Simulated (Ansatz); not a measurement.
Ansatz (a first-principles code) input (B2PLYP/def2-TZVPD):

Ansatz 0.2 input:
```yaml
crystal:
  periodic: [false, false, false]
  atoms:
    - {symbol: N, position_ang: [-0.00356243, 0.11201664, 0.09548205]}
    - {symbol: H, position_ang: [0.80776927, -0.37468272, -0.32489897]}
    - {symbol: H, position_ang: [-0.78283228, -0.40943375, -0.34347535]}
basis:
  gaussian:
    orbitals: def2-TZVPD
hamiltonian:
  xc: {name: B2PLYP}
total_charge: -1
magnetization: {spin_polarized: false}
correlation: {electrons: outside_noble_gas}
```

Output:

```
Functional definition: B2PLYP
integrals: 0.01 GiB planned
393 factors; integrals over basis functions are off by at most 1.4e-3 eV
mean field: 0.09 GiB planned
mean field evaluation 1: about -1517.9810 eV, gradient 8.3e0 eV
mean field evaluation 2: about -1517.9816 eV, gradient 8.3e0 eV
mean field evaluation 4: about -1518.1636 eV, gradient 2.5e0 eV
mean field evaluation 8: about -1518.1776 eV, gradient 1.2e-2 eV
mean field evaluation 16: about -1518.1776 eV, gradient 1.2e-6 eV
mean field -1518.17755236 eV, -55.7919959917 hartree, gradient 7.1e-7 eV, S^2 0.000000; 0 other end points of the search recorded, 0 dependent functions left out
1 core orbitals not correlated
reference -1518.17766409 eV, -55.7920000977 hartree; 4, 4 occupied and 50, 50 virtual orbitals, 393 factors
second order -8.29520178 eV of doubles, -0.00000000 eV of singles
Total energy: -1520.41736857 eV, -55.8743077192 hartree
```

Whether it binds its extra electron was not tested at this geometry.
